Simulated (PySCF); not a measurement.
**C2H4O2: geometry, coupled-cluster ionisations and excitations**

Wanted: the coupled-cluster ionisations and excitations of C2H4O2 (`C=C(O)O`), by calculation.

Computed with PySCF 2.14.0, with density-fitted response routines of our own, on a single molecule in the gas phase. Atoms are numbered from 0 throughout.

### Step 1. Starting geometry

8 atoms, charge 0, multiplicity 1; geometry from: GFN2-xTB.

Bonds of the start (Å): C0–C1 1.33, C1–O2 1.37, C1–O3 1.35, C0–H4 1.07, C0–H5 1.07, O2–H6 0.96, O3–H7 0.97.

### Step 2. Relaxing the molecule at PBE0-D3(BJ)/def2-TZVP

What the job is given:

```
{"job": {"xc": "PBE0", "basis": "def2-TZVP", "d3": "d3bj", "grid": 2, "kind": "geom"}, "charge": 0, "multiplicity": 1}
C      1.255860    -0.564520     0.406570
C      0.099220    -0.030850     0.039380
O     -0.804340    -0.622190    -0.797940
O     -0.326290     1.176710     0.456920
H      1.909510    -0.034860     1.068750
H      1.562490    -1.530320     0.053150
H     -0.480300    -1.482280    -1.083180
H     -1.191930     1.339890     0.060490
```

Standard output:

```text
step   0  E = -228.88981883  max force = 0.008973
step   1  E = -228.88963017  max force = 0.010235
step   2  E = -228.89027288  max force = 0.003975
step   3  E = -228.89035101  max force = 0.000726
step   4  E = -228.89035560  max force = 0.000540
step   5  E = -228.89035842  max force = 0.000085
optimisation converged
```

Run time: 38 s. Hardware: 4 threads of Arm Neoverse N1, shared host.

Step by step: (the energy doesn't fall at every step)

```
step  energy from step 0 (eV)  largest force component (eV/Å)
   0                   0.0000                          0.4614
   1                   0.0051                          0.5263
   2                  -0.0124                          0.2044
   3                  -0.0145                          0.0373
   4                  -0.0146                          0.0278
   5                  -0.0147                          0.0044
```

Close pairs (by a distance rule), those that changed most:

```
 bond  before (Å)  after (Å)  change (Å)
C1–O2       1.366      1.354      -0.013
C0–H4       1.071      1.079      +0.008
C1–O3       1.347      1.340      -0.007
C0–H5       1.073      1.080      +0.007
C0–C1       1.326      1.330      +0.004
O3–H7       0.966      0.963      -0.003
O2–H6       0.962      0.961      -0.001
```

The end geometry stands in the next job.

```
                         at the end point                  value
  point group (found at 0.08 Å tolerance)                     Cs
rotational constants (GHz, main isotopes)  11.193, 10.242, 5.348
                        dipole moment (D)                   1.86
```

### Step 3. Coupled cluster and EOM states: aug-cc-pVDZ

What the job is given:

```
{"job": {"kind": "eom", "basis": "aug-cc-pVDZ", "nip": 2, "nee": 6}, "charge": 0, "multiplicity": 1}
C      1.261016    -0.567396     0.408806
C      0.099214    -0.037534     0.036376
O     -0.808463    -0.603880    -0.792842
O     -0.329926     1.162228     0.449729
H      1.909908    -0.024272     1.077602
H      1.566960    -1.538992     0.049173
H     -0.483359    -1.463144    -1.075620
H     -1.191130     1.324572     0.050916
```

Method: EOM-CCSD/aug-cc-pVDZ, vertical, frozen core, gas phase.

Standard output:

```text
E(HF) = -227.8037360288
E(MP2) = -228.4770590446
E(CCSD) = -228.5017701359
T1 diagnostic = 0.0133

EOM-IP-CCSD (eV)   Koopmans (eV)
   8.7643       9.0923
  12.4717      14.6162

EOM-EE-CCSD singlets (eV): 5.2397 6.2335 6.5110 6.6049 7.0058 7.7677

EOM-EE-CCSD triplets (eV): 4.7832 5.1248 6.1728
```

Run time: 13 min. Hardware: 4 threads of Arm Neoverse N1, shared host.

The ionised states, with their leading hole:

```
  hole  EOM-IP-CCSD (eV)  Koopmans (eV)  difference  one-hole weight
  HOMO              8.76           9.09       -0.33             0.96
HOMO−1             12.47          14.62       -2.14             0.94
```

Excited states (Hartree-Fock orbitals):

```
    state    eV                     main excitations
singlet 1  5.24     HOMO→LUMO 0.76, HOMO→LUMO+9 0.10
singlet 2  6.23   HOMO→LUMO+1 0.77, HOMO→LUMO+8 0.08
singlet 3  6.51                     HOMO→LUMO+2 0.84
singlet 4  6.60  HOMO→LUMO+4 0.73, HOMO→LUMO+15 0.12
singlet 5  7.01  HOMO→LUMO+3 0.71, HOMO→LUMO+11 0.09
singlet 6  7.77                     HOMO→LUMO+5 0.75
triplet 1  4.78  HOMO→LUMO+15 0.57, HOMO→LUMO+7 0.16
triplet 2  5.12     HOMO→LUMO 0.73, HOMO→LUMO+9 0.11
triplet 3  6.17   HOMO→LUMO+1 0.74, HOMO→LUMO+8 0.09
```

### Step 4. Outcome

| quantity | value |
| --- | --- |
| point group | Cs |
| rotational constants (main isotopes) | 11.19, 10.24, 5.35 GHz |
| correlation energy, MP2 and CCSD | -18.32, -18.99 eV |
| T1 diagnostic | 0.0133 |
| first ionisation (EOM-IP-CCSD) | 8.76 eV |
| lowest singlet (EOM-EE-CCSD) | 5.24 eV |

What this shows: The optimisation took 5 steps and gained 0.015 eV; among the close pairs (by a distance rule), C1–O2 changed most, from 1.366 to 1.354 Å. MP2 recovers 96 % of the CCSD correlation energy. For the hole of the first ionisation, Koopmans' theorem lies 0.33 eV above EOM-IP-CCSD.
